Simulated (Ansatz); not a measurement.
A nudged elastic band was laid between two geometries of H2 + H6Si2 (10 atoms, charge 0, multiplicity 1).

These are results of RKS PBE0/def2-SVP (Ansatz 0.2.0), not measurements.

```
movable images  : 9
climbing image  : yes
spring          : 5.0 eV/Å²
optimiser       : quadratic models (default)
start path      : through a guess of the saddle point
force threshold : 0.05 eV/Å
iteration limit : 60
end points      : relaxed
```

First end point:

```xyz
10
Properties=species:S:1:pos:R:3
Si 0.376 0.010 0.174
Si 0.422 0.006 2.520
H -0.967 -0.090 3.070
H 1.213 -1.163 3.018
H 1.053 1.264 3.028
H 1.773 0.067 -0.357
H -0.377 1.199 -0.333
H -0.281 -1.232 -0.339
H -3.180 0.087 0.420
H -3.165 -0.149 1.143
```

Last end point:

```xyz
10
Properties=species:S:1:pos:R:3
Si -0.440 0.170 -0.867
Si -0.187 -0.171 3.336
H -0.635 -0.534 4.712
H 0.808 -1.173 2.854
H 0.438 1.185 3.356
H 0.543 0.828 0.047
H -0.052 0.438 -2.284
H -0.438 -1.302 -0.619
H -1.804 0.720 -0.611
H -1.366 -0.162 2.419
```

(1) Which bonds break or form, and what moves?

(2) What energy profile does the band end with?

(3) What is the geometry of the highest image?

## Answers

(1) Bonds broken: Si1–Si2, H9–H10. Bonds formed: Si1–H9, Si2–H10. H2 + H6Si2 becomes H4Si + H4Si.

(2) The forces met the threshold. The highest image is number 5 of 0 to 10, 2.95 eV above the first end and 3.17 eV above the last; the last end lies 0.21 eV below the first. Neighbouring images differ by up to 1.7 eV, so the band resolves the path poorly. A vibrational analysis at the climbing image gives one clearly imaginary mode, 1639i cm⁻¹: a first-order saddle point. The orbitals stay closed-shell, which can raise the energy where a bond breaks towards radicals; this wasn't checked here.

```csv
image,path coordinate (Å),energy (eV),Si1–Si2 (Å),H9–H10 (Å),Si1–H9 (Å)
0,0.00,0.00,2.35,0.76,3.56
1,0.58,0.01,2.35,0.76,3.22
2,1.16,0.12,2.35,0.76,2.83
3,1.74,0.48,2.36,0.76,2.46
4,2.33,1.45,2.44,0.80,2.07
5,2.91,2.95,2.65,1.15,1.72
6,3.66,1.21,3.04,1.63,1.52
7,4.42,0.19,3.44,1.89,1.49
8,5.18,-0.15,3.82,2.35,1.49
9,5.93,-0.21,4.14,2.93,1.49
10,6.69,-0.21,4.22,3.19,1.49
```

(3) 
```xyz
10
Properties=species:S:1:pos:R:3:forces:R:3
Si -0.318 0.052 0.005 -0.02 0.00 0.02
Si -0.070 -0.050 2.640 0.02 0.01 0.00
H -1.084 -0.231 3.732 0.00 0.00 0.00
H 0.879 -1.203 2.633 -0.01 0.00 0.00
H 0.670 1.230 2.848 0.00 -0.01 0.00
H 1.186 0.177 0.286 0.01 0.00 0.00
H -0.561 1.252 -0.862 0.00 0.01 0.01
H -0.467 -1.338 -0.516 0.00 -0.01 -0.01
H -2.011 0.057 0.317 0.01 0.00 0.01
H -1.357 0.054 1.260 0.00 -0.01 -0.04
```

Time of the run: 6.7 min on 1 thread of Arm Neoverse V1, with other jobs on the host, peak memory 0.16 GiB.
